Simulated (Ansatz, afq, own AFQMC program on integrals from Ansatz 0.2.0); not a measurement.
**Se, triplet in cc-pVQZ, levels against CCSDT(Q)**

A free Se atom.

Basis cc-pVQZ. Only valence electrons are correlated. AFQMC by an in-house program on the Cholesky factors that Ansatz 0.2.0 writes for its CCSD(T) run. ph-AFQMC/CISD is guided by a CISD state made of CCSD amplitudes; releasing the constraint for a short imaginary time cuts its bias at the price of noise, slowly where states lie close. Free projection: walkers drawn from exp(T), propagated without any constraint. Its projection time is finite, and what remains of the start isn't in its error. Error bars are statistical, one sigma. No spin–orbit coupling.

Determinant: UHF, the one that the program's search chose, which needn't be the lowest solution.

No full CI on the walks' own integrals is used here; CCSDT(Q) serves as the reference and is uncertain by about the last step of the cluster series.

Cautions: no relativity below Rb; no spin-orbit coupling; inner d shell frozen.

```
T1 diagnostic                               : 0.0089
weight of the determinant in the CISD state : 0.937
⟨S²⟩ of the determinant                     : 2.011
size of the correlated space                : 6 electrons in 54 orbitals
```

```
  level  correlation energy (eV)
    MP2                  -2.9871
   CCSD                  -3.4694
CCSD(T)                  -3.5921
```

(1) Estimate where phaseless AFQMC with the Hartree–Fock trial lies against CCSD(T) on the same integrals.

(1) 1.33 ± 0.42 mEh above CCSD(T).

Reference: CCSDT(Q), correlation energy -3.613 eV. The released energy is read at 1.50 1/Eh (meV from the phaseless value at times in 1/Eh: -1.2 ± 1.2 at 0.24, -2.2 ± 0.7 at 0.50, -8 ± 3 at 1.00, -5.6 ± 0.6 at 1.50).

```tsv
level	E − E(reference) (mEh)	share of correlation (%)
CCSD(T)	0.77	99.42
CCSDT	0.13	99.90
ph-AFQMC/HF	2.10 ± 0.42	98.42
ph-AFQMC/CISD	0.22 ± 0.05	99.83
released AFQMC	0.01 ± 0.02	99.99
free AFQMC	-0.02 ± 0.06	100.01
```

Free projections are given only where their last times agree within the noise and don't stop above the reference; a slow remainder of the start can still hide under it. A walk keeps the symmetry of its determinant, which the program's search chose and which needn't be the lowest solution, so a lower state of the same spin and another symmetry isn't excluded. Released energies are given only where the last usable release times agree within the noise; a slower fall can still hide under it.
